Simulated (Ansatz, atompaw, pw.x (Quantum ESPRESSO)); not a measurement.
# silicon: one change to the PAW (atompaw) potential, in the atom and in the diamond crystal

```
Element                 : Si
Generator               : atompaw 4.2.0.5
Type                    : PAW
Functional              : PBE
Relativity              : scalar-relativistic
Frozen core             : [Ne]
Valence charge          : 4
Reference configuration : 3s2 3p2
Partial waves           : 3s (bound): rc 2.75 bohr; 3s channel at 1.85 Ry: rc 1.45 bohr; 3p (bound): rc 2.75 bohr; 3p channel at 1.1 Ry: rc 2.75 bohr; 3d channel at 0.3 Ry: rc 2.75 bohr; 3d channel at 1.85 Ry: rc 2.30 bohr
Local potential         : vpsmatchnc scheme with l = 3 at 0 Ry, radius 1.95 bohr
Core correction         : smooth core density matched at 1.40 bohr
Augmentation charge     : sinc compensation charge, radius 2.00 bohr; PAW radius 2.75 bohr; waves and projectors: custom polynom vanderbiltortho
```

Change: wave 3p (bound): rc 2.75 bohr becomes 3p (bound): rc 2.12 bohr.

Cutoffs, loose and tight: the cutoffs (Ry, on a coarse ladder) from which the occupation-weighted sum of valence levels, in a spherical-Bessel basis at the reference potential, stays within 10 and 1 mRy of its value at 400 Ry. They see the waves and projectors alone, not the compensation charge or the core.

Crystal test: diamond Si in pw.x 7.5, no spin, 8³ k-points, Fermi–Dirac smearing 0.01 Ry, cutoffs set for each file from its atomic test. The reference is all-electron LAPW (Ansatz 0.2.0) with the same functional, mesh and smearing; V0 and B0 come from Birch–Murnaghan fits to the pressures at five volumes. Errors are pseudo minus all-electron; Δ is the rms difference of the E(V) curves that follow from these fits, minima aligned, over ±6 % about the mean V0. Mesh and smearing are coarse, so the numbers serve the comparison and aren't converged zero-temperature values; the lattice is a test structure that the element need not adopt.

All-electron: a0 = 5.469 Å (V0 = 20.45 Å³/atom), B0 = 88.5 GPa.

Q: Does the change bring the crystal closer to the all-electron result?

A: The mean pressure error goes from +0.06 to +0.02 GPa, so the change moves the solid closer to the all-electron pressures.

| quantity | base | changed |
| --- | --- | --- |
| outcome (atom) | generated | generated |
| cutoff, loose (atom) | 6 Ry | 6 Ry |
| cutoff, tight (atom) | 8 Ry | 8 Ry |
| bound ghosts (atom) | none | none |
| cutoffs in pw.x (Ry) | 40/400 | 40/400 |
| a0 (Å) | 5.470 | 5.470 |
| a0 error (%) | +0.02 | +0.01 |
| B0 error (%) | +0.5 | +0.5 |
| Δ (meV/atom) | 0.3 | 0.1 |
| mean pressure error (GPa) | +0.06 | +0.02 |

Base: The largest radius (2.75 bohr) exceeds half the bond length (2.24 bohr), so the spheres overlap, which is one possible source of error among others. Changed file: The largest radius (2.75 bohr) exceeds half the bond length (2.24 bohr), so the spheres overlap, which is one possible source of error among others. The atomic cutoffs weigh occupied waves only.
